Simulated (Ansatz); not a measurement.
Input file:

```yaml
crystal:
  periodic: [false, false, false]
  atoms:
    - {symbol: F, position_ang: [0.000000, 0.000000, 0.000000]}
    - {symbol: H, position_ang: [0.000000, 0.000000, 0.999000]}
basis:
  gaussian: {orbitals: aug-cc-pVDZ}
total_charge: -1
magnetization: {spin_polarized: false, initial_magnetization: 3}
correlation: {method: bccd_t, electrons: outside_noble_gas}
```

```sh
$ ansatz run in.yaml --threads 1 --pin off --events-out ev --progress --plain --max-ram 4096MiB --backend cpu
```

Q: Roughly how long does this take on 1 thread of AMD EPYC 7R13, shared host, and how much host memory?

A: 1.5 s wall and 0.14 GiB.

```
294 factors; integrals over basis functions are off by at most 8.8e-4 eV
mean field evaluation 1: about -2697.9721 eV, gradient 7.6e1 eV
mean field evaluation 2: about -2697.9693 eV, gradient 7.6e1 eV
mean field evaluation 4: about -2711.4561 eV, gradient 3.5e0 eV
mean field evaluation 8: about -2711.5053 eV, gradient 2.9e-3 eV
mean field evaluation 16: about -2711.4484 eV, gradient 3.5e0 eV
mean field evaluation 32: about -2711.4749 eV, gradient 1.6e0 eV
mean field evaluation 64: about -2709.7128 eV, gradient 9.2e-1 eV
mean field evaluation 96: about -2709.3739 eV, gradient 3.9e-3 eV
mean field evaluation 128: about -2709.2612 eV, gradient 1.4e-3 eV
mean field evaluation 160: about -2709.3372 eV, gradient 1.8e0 eV
a density is far from that of the atoms, so the factors are made again for it
309 factors; integrals over basis functions are off by at most 7.7e-4 eV
mean field evaluation 192: about -2711.5009 eV, gradient 8.7e-2 eV
mean field evaluation 224: about -2708.6684 eV, gradient 1.1e1 eV
mean field evaluation 256: about -2709.6694 eV, gradient 3.5e0 eV
mean field evaluation 288: about -2709.3740 eV, gradient 9.4e-3 eV
mean field evaluation 320: about -2709.2613 eV, gradient 2.6e-2 eV
mean field evaluation 352: about -2709.6325 eV, gradient 3.2e0 eV
mean field evaluation 384: about -2709.2612 eV, gradient 8.7e-5 eV
mean field -2711.50525951 eV, -99.6459803625 hartree, gradient 2.2e-6 eV, S^2 3.750000; 8 other end points of the search recorded, 0 dependent functions left out
mean field evaluation 416: about -2711.6520 eV, gradient 2.3e-4 eV
mean field evaluation 448: about -2708.9931 eV, gradient 6.0e0 eV
mean field evaluation 480: about -2711.6856 eV, gradient 1.5e0 eV
determinant -2711.50525951 eV, -99.6459803625 hartree, with singles and doubles -2716.50258231 eV, -99.8296285885 hartree
determinant -2709.72097253 eV, -99.5804090257 hartree, with singles and doubles -2714.84699693 eV, -99.7687869479 hartree
determinant -2709.37399720 eV, -99.5676579176 hartree, with singles and doubles -2714.46800350 eV, -99.7548591961 hartree
determinant -2709.26124543 eV, -99.5635143662 hartree, with singles and doubles -2714.45784924 eV, -99.7544860341 hartree
determinant -2708.99327466 eV, -99.5536666223 hartree, with singles and doubles -2713.96272757 eV, -99.7362906480 hartree
1 core orbitals not correlated: weight in the atoms' cores, before any rotation towards them, 1.000 or more for the frozen orbitals, at most 0.000 for the correlated occupied ones
reference -2711.50525951 eV, -99.6459803625 hartree; 6, 3 occupied and 25, 28 virtual orbitals, 309 factors
second order -4.52932940 eV of doubles, -0.10553561 eV of singles
cycle   1  -5.00343953 eV  change   -2.5e-1 eV  update   1.8e-2
cycle   2  -5.01581313 eV  change   -1.2e-2 eV  update   6.0e-3
cycle   3  -5.01658134 eV  change   -7.7e-4 eV  update   2.3e-3
cycle   4  -5.01685245 eV  change   -2.7e-4 eV  update   7.0e-4
cycle   5  -5.01672906 eV  change    1.2e-4 eV  update   3.3e-4
cycle   6  -5.01685087 eV  change   -1.2e-4 eV  update   1.9e-4
cycle   7  -5.01682358 eV  change    2.7e-5 eV  update   7.0e-5
cycle   8  -5.01683314 eV  change   -9.6e-6 eV  update   2.4e-5
cycle   9  -5.01683295 eV  change    1.8e-7 eV  update   8.9e-6
perturbative correction -0.08984773 eV, -0.0033018433 hartree
Total energy: -2716.61194019 eV, -99.8336474164 hartree
```

For the same geometry and basis UCCSDTQ lies 10.5 meV lower.
